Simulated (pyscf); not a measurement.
Elementary routes open to H₂C=CH–SiH₃ (SMILES C=C[SiH3]) + HCl (SMILES Cl) in the gas phase (singlet surface):
A. H₃Si–CH₂–CH₂–Cl (SMILES [SiH3]CCCl) (Cl–H broken; C–Cl, C–H formed)
B. H₂C=CH–SiH₂–Cl (SMILES C=C[SiH2]Cl) + H₂ (SMILES [H][H]) (H–Si, Cl–H broken; Cl–Si, H–H formed)

Single points on ωB97X-D3(BJ)/def2-SVP structures (PySCF, gas phase).

Rank the routes by free-energy barrier at 1200 K, lowest first, for ωB97M-D3(BJ)/def2-TZVP energies (ideal gas, 1 atm, RRHO with modes under 100 cm⁻¹ raised to 100, one conformer, R ln 2 for chiral ones without a mode under 150 cm⁻¹).

B (75.4 kcal/mol), A (76.7 kcal/mol)

Route B is the fastest of these, ahead of the next by 1.3 kcal/mol. The most stable products are those of B (ΔG = -14.3 kcal/mol), so kinetics and thermodynamics agree. At 298 K B is still the fastest. Only these routes are compared; each barrier is that of the saddle found, and lower ones may exist.
